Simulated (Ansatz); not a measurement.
Input for Ansatz (an electronic-structure program): R-CCSD(T)/aug-cc-pVTZ on NH3 (SMILES N) with ghost functions.

Ansatz 0.2 input:
```yaml
crystal:
  periodic: [false, false, false]
  atoms:
    - {symbol: N, position_ang: [0.00000000, 0.01436394, 1.46454628]}
    - {symbol: H, position_ang: [0.00000000, -0.98104857, 1.65344779]}
    - {symbol: H, position_ang: [-0.81348351, 0.39876776, 1.92934049]}
    - {symbol: H, position_ang: [0.81348351, 0.39876776, 1.92934049]}
basis:
  gaussian:
    orbitals: aug-cc-pVTZ
    ghost_atoms:
      - {symbol: O, position_ang: [0.00000000, -0.05786571, -1.47979303]}
      - {symbol: H, position_ang: [0.00000000, 0.82293384, -1.85541474]}
      - {symbol: H, position_ang: [0.00000000, 0.07949567, -0.51934253]}
magnetization: {spin_polarized: false}
correlation: {method: ccsd_t, electrons: outside_noble_gas}
scf: {lower_state_search: off}
```

**Question.** Predict the final total energy.

**Answer.** -56.4809 hartree (reference determinant -56.2203, T1 diagnostic 0.008).

**Question.** How many basis functions does it have, and what does it roughly cost on one machine?

**Answer.** 207 functions; very roughly 18 core-seconds.
